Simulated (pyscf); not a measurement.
Single points on ωB97X-D3(BJ)/def2-SVP structures (PySCF, gas phase).

Problem. Estimate the classical barrier height and the reaction energy of `[OH][Si]([OH])([OH])[OH]` -> `[OH2]` + `[O]=[Si]([OH])[OH]` at ωB97M-D3(BJ)/def2-TZVP. The step runs on the singlet surface, breaks O–Si, H–O and forms H–O; take the reactant's lowest minimum found as zero.

Solution. ΔE‡ = 2.23 eV, ΔE = +3.02 eV. Zero-point energy shifts the barrier by -0.06 eV. It is an elimination, with an imaginary mode of 713i cm⁻¹. On the product side the descent ends in an adduct with a O–Si contact, 0.94 eV under the separated species and 0.12 eV under the saddle at ωB97X-D3(BJ)/def2-TZVP. At ωB97M-D3(BJ) the saddle lies under the separated products, which points to a path from their complex (located at ωB97X-D3(BJ) alone), and parting the products costs more than the saddle. What is counted as broken (O–Si) persists as a longer contact in the product adduct; parting that adduct is a step of its own. One saddle was located; it need not be the lowest between these sides.
